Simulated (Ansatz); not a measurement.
We consider rock-salt SnTe (cubic form, which distorts at low temperature), described by LDA (PAW; Ansatz, an electronic-structure program).

Numerical settings: plane-wave cutoff 500 eV, 12×12×12 k mesh, Fermi–Dirac smearing 0.05 eV, scalar-relativistic PAW data made under PBE.

Computed at the level's own relaxed cell.

Problem. Predict the volume per atom, equilibrium lattice constant a and band gap.

Solution. 
- volume per atom = 30.32 Å³/atom
- equilibrium lattice constant a = 6.236 Å
- band gap = 0.20 eV (on the SCF k mesh)

Measured, for comparison: band gap 0.3 eV (4 K, zero-point motion not removed, bulk gap, ARPES or transport; rounded; as tabulated in Ando (2013), arXiv:1304.5693); equilibrium volume per atom 31.50 Å³/atom, lattice constant a 6.316 Å (room temperature, not corrected to a static lattice; as tabulated in Maiti et al. (2022), arXiv:2109.01420). Computed (rounded) less measured: equilibrium volume per atom -3.7 %, lattice constant a -1.3 %. A static lattice is as a rule a little smaller and stiffer than an uncorrected measurement, which narrows the difference in the lattice constant a and would widen misses of the other sign.

Note: symmetry holds this phase in the static calculation, where it need not be a minimum.

Spin–orbit coupling is not included; with these elements it can move the gap by several tenths of an eV or more.

Computing time: about 40 core-seconds (a rough figure).
